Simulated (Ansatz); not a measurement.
**HNO2 (nitrous acid) at 6 levels**

Wanted: a comparison of 6 runs (HF/STO-3G, HSE06/STO-3G, UPBE/STO-3G, UMP2/STO-3G, BCCD(T)/STO-3G, CCSDTQ/STO-3G) of HNO2 (nitrous acid). 

The results are computed with Ansatz 0.2.0.

61 further runs of the same task are left out: 1 that didn't finish, 60 set aside as unsound or not needed.

### 1 The molecule

The species is HNO2 (4 atoms), meant as a singlet with charge 0. SMILES: `O=NO`. The O3–N2 distance was set to 2.795 Å, away from the relaxed value. At this shape a bond of the SMILES string is far longer than usual.

Bond lengths: O1–N2 1.162 Å, O3–H4 0.967 Å.

### 2 The energy at HF/STO-3G (run 1)

in.yaml reads:

```yaml
crystal:
  periodic: [false, false, false]
  atoms:
    - {symbol: O, position_ang: [1.096456, -0.806838, 2.307288]}
    - {symbol: N, position_ang: [1.002956, -1.273468, 1.247398]}
    - {symbol: O, position_ang: [-0.362650, 0.434660, -0.492650]}
    - {symbol: H, position_ang: [-0.371140, -0.062490, -1.321980]}
basis:
  gaussian:
    orbitals: STO-3G
hamiltonian:
  xc: hf
accuracy: high
```

Run with:

```
$ ansatz run in.yaml --threads 1 --pin off --max-ram 3480MiB --events-out events.jsonl --progress --plain --runs-dir runs
```

Log:

```text
Warning: RAYON_NUM_THREADS=1 ignored (pool sized by the plan → 1); use --threads N
Functional definition: HF
  name "HF"
  exchange = exact_x
  correlation = 0
257 factors; integrals over basis functions are off by at most 3.3e-8 eV
mean field evaluation 1: about -5478.3145 eV, gradient 2.8e1 eV
mean field evaluation 2: about -5478.3334 eV, gradient 2.9e1 eV
mean field evaluation 4: about -5479.8728 eV, gradient 2.2e1 eV
mean field evaluation 8: about -5481.1486 eV, gradient 1.6e1 eV
mean field evaluation 16: about -5486.8920 eV, gradient 2.2e-4 eV
mean field evaluation 32: about -5486.4563 eV, gradient 8.5e0 eV
mean field evaluation 64: about -5447.1788 eV, gradient 1.0e2 eV
mean field evaluation 96: about -5484.2965 eV, gradient 1.8e1 eV
mean field -5486.89202418 eV, -201.6395627397 hartree, gradient 1.6e-8 eV, S^2 0.000000; 1 other end points of the search recorded, 0 dependent functions left out
reference -5486.89202418 eV, -201.6395627397 hartree; 12, 12 occupied and 4, 4 virtual orbitals, 257 factors
Total energy: -5486.89202418 eV, -201.6395627397 hartree
```

It took 0.1 s on 1 thread of Intel Xeon 6975P-C (Granite Rapids), shared host.

### 3 The energy at HSE06/STO-3G (run 2)

molecule.yaml reads:

```yaml
crystal:
  periodic: [false, false, false]
  atoms:
    - {symbol: O, position_ang: [1.096456, -0.806838, 2.307288]}
    - {symbol: "N", position_ang: [1.002956, -1.273468, 1.247398]}
    - {symbol: O, position_ang: [-0.362650, 0.434660, -0.492650]}
    - {symbol: H, position_ang: [-0.371140, -0.062490, -1.321980]}
basis:
  gaussian: {orbitals: STO-3G}
hamiltonian: {xc: {name: HSE06}}
accuracy: high
```

Run with:

```
$ ansatz run molecule.yaml --threads 1 --pin off --max-ram 3480MiB --events-out events.jsonl --progress --plain --runs-dir runs
```

Log:

```text
Warning: RAYON_NUM_THREADS=1 ignored (pool sized by the plan → 1); use --threads N
Functional definition: HSE06
  name "HSE06"
  parameter a = 0.25
  parameter omega = 0.11/bohr
  exchange = pbe_x - a*pbe_x_sr(omega) + a*exact_x_sr(omega)
  correlation = pbe_c
257 factors; integrals over basis functions are off by at most 3.3e-8 eV
50 factors; integrals over basis functions are off by at most 3.6e-10 eV
mean field evaluation 1: about -5498.8682 eV, gradient 3.0e1 eV
mean field evaluation 2: about -5119.5368 eV, gradient 1.0e2 eV
mean field evaluation 4: about -5392.5933 eV, gradient 1.0e2 eV
mean field evaluation 8: about -5503.1439 eV, gradient 2.4e1 eV
mean field evaluation 16: about -5510.8801 eV, gradient 3.8e-6 eV
mean field evaluation 32: about -5509.9984 eV, gradient 1.4e1 eV
mean field -5510.88009308 eV, -202.5211080119 hartree, gradient 3.1e-8 eV, S^2 0.000000; 4 other end points of the search recorded, 0 dependent functions left out
reference -5510.88009441 eV, -202.5211080609 hartree; 12, 12 occupied and 4, 4 virtual orbitals, 257 factors
Total energy: -5510.88009441 eV, -202.5211080609 hartree
```

Run time: 0.68 s. Hardware: 1 thread of Intel Xeon 6975P-C (Granite Rapids), shared host.

Runs 3 to 5 aren't shown in full; the table further down has their settings and results.

### 4 The energy at CCSDTQ/STO-3G (run 6)

input.yaml reads:

```yaml
crystal:
  periodic: [false, false, false]
  atoms:
    - {symbol: O, position_ang: [1.096456, -0.806838, 2.307288]}
    - {symbol: N, position_ang: [1.002956, -1.273468, 1.247398]}
    - {symbol: O, position_ang: [-0.362650, 0.434660, -0.492650]}
    - {symbol: H, position_ang: [-0.371140, -0.062490, -1.321980]}
basis:
  gaussian:
    orbitals: STO-3G
correlation:
  method: ccsdtq
  frozen_orbitals: {H: 0, "N": 1, O: 1}
accuracy: high
scf:
  omitted_lower_state_checks: [cluster_reference, increment]
```

Run with:

```
$ ansatz run input.yaml --threads 1 --pin off --max-ram 3480MiB --events-out events.jsonl --progress --plain --runs-dir runs
```

Log:

```text
Warning: RAYON_NUM_THREADS=1 ignored (pool sized by the plan → 1); use --threads N
[... 14 lines left out ...]
3 core orbitals not correlated: weight in the atoms' cores, before any rotation towards them, 1.000 or more for the frozen orbitals, at most 0.000 for the correlated occupied ones
[... 126 lines left out ...]
WARN: these amplitudes may be one of several solutions (largest doubles amplitude 0.90, level shift 16.78 eV)
Total energy: -5498.11494868 eV, -202.0519976080 hartree
Checks for a lower state left out: cluster_reference, increment
```

It took 13 s on 1 thread of Intel Xeon 6975P-C (Granite Rapids), shared host; peak memory 0.16 GiB.

### 5 The series

```tsv
run	level	frozen core orbitals	energy (Eh)	wall time
1	HF/STO-3G	–	-201.639563	0.1 s
2	HSE06/STO-3G	–	-202.521108	0.68 s
3	UPBE/STO-3G	–	-202.581496	2.8 s
4	UMP2/STO-3G	3	-201.999791	0.42 s
5	BCCD(T)/STO-3G	3	-202.067435	0.22 s
6	CCSDTQ/STO-3G	3	-202.051998	13 s
```

### 6 Outcome

| quantity | value |
| --- | --- |
| run 6: total energy | -202.05200 Eh |
| run 6: correlation energy (3 core orbitals frozen) | -412.4 mEh |
| run 6: T1 diagnostic | 0.035 |

Below the HF energy at the same shape and in the same basis (STO-3G): UMP2 -360.2 mEh; BCCD(T) -427.9 mEh; CCSDTQ -412.4 mEh. Some of these start from another determinant than that one, so these aren't their correlation energies. Totals of different functionals can't be ranked against each other. In runs 5, 6 the log says that unrestricted orbitals would lower the reference, so the values rest on an unstable closed-shell determinant (other closed-shell runs at this shape may share the fault). In runs 1, 2, 3, 4, 5, 6 the basis is minimal, so the values are rough. In runs 1, 2 a closed-shell determinant meets a far-stretched bond, which it describes badly. Spin contamination of the reference: run 4 ⟨S²⟩ = 1.27, run 3 ⟨S²⟩ = 0.84. Where it is this large, the reference is a mixture of spin states, and values that rest on it are in doubt. All runs together took 17 s, the longest 13 s.
